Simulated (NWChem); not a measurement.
The numbers come from NWChem runs, not from measurements. System: formaldehyde (CH2O), charge 0, spin multiplicity 1, at a geometry optimised with B3LYP/def2-SVP. Level: PBE/def2-TZVP.

Part of the output:

```
             Northwest Computational Chemistry Package (NWChem) 7.3.0
             --------------------------------------------------------

                                NWChem Input Module
                                -------------------

 Scaling coordinates for geometry "geometry" by  1.889725989
 (inverse scale =  0.529177249)

 Turning off AUTOSYM since
 SYMMETRY directive was detected!

                             Geometry "geometry" -> ""
                             -------------------------

 Output coordinates in angstroms (scale by  1.889725989 to convert to a.u.)

  No.       Tag          Charge          X              Y              Z
 ---- ---------------- ---------- -------------- -------------- --------------
    1 C                    6.0000     0.00000000     0.00000000     0.52439500
    2 O                    8.0000     0.00000000     0.00000000    -0.67529100
    3 H                    1.0000    -0.94472700     0.00000000     1.12798100
    4 H                    1.0000     0.94472700     0.00000000     1.12798100

 Effective nuclear repulsion energy (a.u.)      31.2760464565

            Nuclear Dipole moment (a.u.)
            ----------------------------
        X                 Y               Z
 ---------------- ---------------- ----------------
     0.0000000000     0.0000000000     0.0000075589

      Symmetry information
      --------------------

 Group name             C2v
 Group number             16
 Group order               4
 No. of unique centers     3

      Symmetry unique atoms

     1    2    3


 Summary of "ao basis" -> "" (spherical)
 ------------------------------------------------------------------------------
       Tag                 Description            Shells   Functions and Types
 ---------------- ------------------------------  ------  ---------------------
 *                         def2-tzvp                  on all atoms

  pbe96 is a nonlocal functional; adding pw91lda local functional.

                                 NWChem DFT Module
                                 -----------------

 Summary of "ao basis" -> "ao basis" (spherical)
 ------------------------------------------------------------------------------
       Tag                 Description            Shells   Functions and Types
 ---------------- ------------------------------  ------  ---------------------
 C                         def2-tzvp                11       31   5s3p2d1f
 O                         def2-tzvp                11       31   5s3p2d1f
 H                         def2-tzvp                 4        6   3s1p

 Summary of "ao basis" -> "ao basis" (spherical)
 ------------------------------------------------------------------------------
       Tag                 Description            Shells   Functions and Types
 ---------------- ------------------------------  ------  ---------------------
 C                         def2-tzvp                11       31   5s3p2d1f
 O                         def2-tzvp                11       31   5s3p2d1f
 H                         def2-tzvp                 4        6   3s1p

      Symmetry analysis of basis
      --------------------------

        a1         33
        a2          7
        b1         19
        b2         15

            General Information
            -------------------
          SCF calculation type: DFT
          Wavefunction type:  closed shell.
          No. of atoms     :     4
          No. of electrons :    16
           Alpha electrons :     8
            Beta electrons :     8
          Charge           :     0
          Spin multiplicity:     1
          Use of symmetry is: on ; symmetry adaption is: on
          Maximum number of iterations: 100
          AO basis - number of functions:    74
                     number of shells:    30
          Convergence on energy requested:  1.00D-06
          Convergence on density requested:  1.00D-05
          Convergence on gradient requested:  5.00D-04

              XC Information
              --------------
          PerdewBurkeErnzerhof Exchange Functional  1.000
            Perdew 1991 LDA Correlation Functional  1.000 local
           PerdewBurkeErnz. Correlation Functional  1.000 non-local
[...]
 2-e energy   =      70.622673
 HOMO         =      -0.329505
 LUMO         =      -0.043642

      Symmetry analysis of molecular orbitals - initial
      -------------------------------------------------

  Numbering of irreducible representations:

     1 a1          2 a2          3 b1          4 b2

  Orbital symmetries:

     1 a1          2 a1          3 a1          4 a1          5 b1
     6 a1          7 b2          8 b1          9 b2         10 a1
    11 a1         12 b1         13 a1         14 b2         15 b1
    16 a1         17 a1         18 b1

------------------------------------------------------------
EAF file 0: "./mol.aoints.0" size=524288 bytes
------------------------------------------------------------
               write      read    awrite     aread      wait
               -----      ----    ------     -----      ----
     calls:        1         0         0         0         0
   data(b): 5.24e+05  0.00e+00  0.00e+00  0.00e+00
   time(s): 0.00e+00  0.00e+00  0.00e+00  0.00e+00  0.00e+00
rate(mb/s): 0.00e+00  0.00e+00
------------------------------------------------------------

   convergence    iter        energy       DeltaE   RMS-Dens  Diis-err    time
 ---------------- ----- ----------------- --------- --------- ---------  ------
 d= 0,ls=0.0,diis     1   -114.3196510522 -1.46D+02  2.68D-02  9.16D-01     0.7
 d= 0,ls=0.0,diis     2   -113.6418043628  6.78D-01  2.13D-02  7.39D+00     0.8
 d= 0,ls=0.0,diis     3   -114.4168278885 -7.75D-01  2.20D-03  2.79D-02     0.8
 d= 0,ls=0.0,diis     4   -114.4177620246 -9.34D-04  1.23D-03  1.38D-02     0.9
 d= 0,ls=0.0,diis     5   -114.4192699861 -1.51D-03  2.10D-04  3.15D-04     1.0
  Resetting Diis
 d= 0,ls=0.0,diis     6   -114.4193112207 -4.12D-05  7.49D-06  1.06D-06     1.1
 d= 0,ls=0.0,diis     7   -114.4193113195 -9.88D-08  4.92D-06  3.89D-08     1.2

         Total DFT energy =     -114.419311319476
      One electron energy =     -217.469617575875
           Coulomb energy =       86.340151895175
    Exchange-Corr. energy =      -14.565892095305
 Nuclear repulsion energy =       31.276046456530

 Numeric. integr. density =       15.999999912834

     Total iterative time =      0.9s

                  Occupations of the irreducible representations
                  ----------------------------------------------

                     irrep           alpha         beta
                     --------     --------     --------
                     a1                5.0          5.0
                     a2                0.0          0.0
                     b1                2.0          2.0
                     b2                1.0          1.0

                       DFT Final Molecular Orbital Analysis
                       ------------------------------------

 Vector    6  Occ=2.000000D+00  E=-4.037242D-01  Symmetry=a1
              MO Center= -2.3D-14,  2.2D-15, -5.2D-01, r^2= 1.1D+00
   Bfn.  Coefficient  Atom+Function         Bfn.  Coefficient  Atom+Function
  ----- ------------  ---------------      ----- ------------  ---------------
    39      0.392634  2 O  pz                42      0.283106  2 O  pz
     8     -0.268883  1 C  pz                35     -0.220270  2 O  s
    36     -0.193566  2 O  s                 11     -0.160671  1 C  pz
    45      0.159995  2 O  pz                34     -0.134724  2 O  s
    33      0.091529  2 O  s                 64     -0.075221  3 H  s

 Vector    7  Occ=2.000000D+00  E=-3.717645D-01  Symmetry=b2
              MO Center= -2.1D-16, -4.3D-15, -2.4D-01, r^2= 9.6D-01
   Bfn.  Coefficient  Atom+Function         Bfn.  Coefficient  Atom+Function
  ----- ------------  ---------------      ----- ------------  ---------------
    38      0.378781  2 O  py                41      0.309518  2 O  py
     7      0.269950  1 C  py                10      0.222410  1 C  py
    44      0.164036  2 O  py                13      0.099814  1 C  py
    52      0.026306  2 O  d -1

 Vector    8  Occ=2.000000D+00  E=-2.282003D-01  Symmetry=b1
              MO Center= -2.2D-16, -1.1D-16, -1.2D-01, r^2= 1.6D+00
   Bfn.  Coefficient  Atom+Function         Bfn.  Coefficient  Atom+Function
  ----- ------------  ---------------      ----- ------------  ---------------
    37      0.427973  2 O  px                40      0.350429  2 O  px
    43      0.258582  2 O  px                65      0.237005  3 H  s
    71     -0.237005  4 H  s                 64      0.185043  3 H  s
    70     -0.185043  4 H  s                 63      0.105674  3 H  s
    69     -0.105674  4 H  s                  6     -0.097281  1 C  px

 Vector    9  Occ=0.000000D+00  E=-9.362200D-02  Symmetry=b2
              MO Center=  2.7D-16, -2.8D-15,  2.4D-01, r^2= 1.6D+00
   Bfn.  Coefficient  Atom+Function         Bfn.  Coefficient  Atom+Function
  ----- ------------  ---------------      ----- ------------  ---------------
    13      0.434276  1 C  py                10      0.372299  1 C  py
     7      0.363833  1 C  py                44     -0.360409  2 O  py
    38     -0.334420  2 O  py                41     -0.262075  2 O  py
    21      0.050068  1 C  d -1

 Vector   10  Occ=0.000000D+00  E= 3.259613D-02  Symmetry=a1
              MO Center= -6.5D-14,  1.8D-15,  1.3D+00, r^2= 4.0D+00
   Bfn.  Coefficient  Atom+Function         Bfn.  Coefficient  Atom+Function
  ----- ------------  ---------------      ----- ------------  ---------------
     5      1.943237  1 C  s                 65     -1.694491  3 H  s
    71     -1.694491  4 H  s                 14      0.604260  1 C  pz
     4      0.481874  1 C  s                  3      0.192743  1 C  s
     8      0.164633  1 C  pz                 2     -0.111999  1 C  s
    42     -0.078616  2 O  pz                11      0.077218  1 C  pz

 Vector   11  Occ=0.000000D+00  E= 8.914170D-02  Symmetry=a1
              MO Center= -1.8D-16, -4.2D-16,  1.5D-01, r^2= 4.5D+00
   Bfn.  Coefficient  Atom+Function         Bfn.  Coefficient  Atom+Function
  ----- ------------  ---------------      ----- ------------  ---------------
    36      2.506146  2 O  s                  5     -1.788378  1 C  s
    14      1.739287  1 C  pz                45      0.708326  2 O  pz
     4     -0.623229  1 C  s                 11      0.471380  1 C  pz
    42      0.191351  2 O  pz                34      0.185642  2 O  s
    22     -0.129699  1 C  d  0              33     -0.086919  2 O  s

 center of mass
 --------------
 x =   0.00000000 y =   0.00000000 z =  -0.14072648

 moments of inertia (a.u.)
 ------------------
          46.395313941441           0.000000000000           0.000000000000
           0.000000000000          52.819608559912           0.000000000000
           0.000000000000           0.000000000000           6.424294618471

     Multipole analysis of the density
     ---------------------------------

     L   x y z        total         alpha         beta         nuclear
     -   - - -        -----         -----         ----         -------
     0   0 0 0     -0.000000     -8.000000     -8.000000     16.000000

     1   1 0 0      0.000000      0.000000      0.000000      0.000000
     1   0 1 0     -0.000000     -0.000000     -0.000000      0.000000
     1   0 0 1      0.836964      0.418478      0.418478      0.000008

     2   2 0 0     -8.774958     -7.574686     -7.574686      6.374415
     2   1 1 0     -0.000000     -0.000000     -0.000000      0.000000
     2   1 0 1     -0.000000     -0.000000     -0.000000      0.000000
     2   0 2 0     -8.706504     -4.353252     -4.353252      0.000000
     2   0 1 1      0.000000      0.000000      0.000000      0.000000
     2   0 0 2     -9.170765    -18.588894    -18.588894     28.007023

 Task  times  cpu:        1.2s     wall:        1.2s

 Total times  cpu:        1.2s     wall:        1.2s
```

Question: Write an NWChem input that would produce this output.

Answer: This is not unique; one that fits is 
```
start mol
memory heap 200 mb stack 900 mb global 1100 mb
geometry units angstroms nocenter noautoz
  C      0.000000     0.000000     0.524395
  O      0.000000     0.000000    -0.675291
  H     -0.944727     0.000000     1.127981
  H      0.944727     0.000000     1.127981
  symmetry group C2v
end
basis spherical
  * library def2-tzvp
end
dft
  xc xpbe96 cpbe96
  semidirect memsize 60000000 filesize 0
  iterations 100
end
task dft energy
```
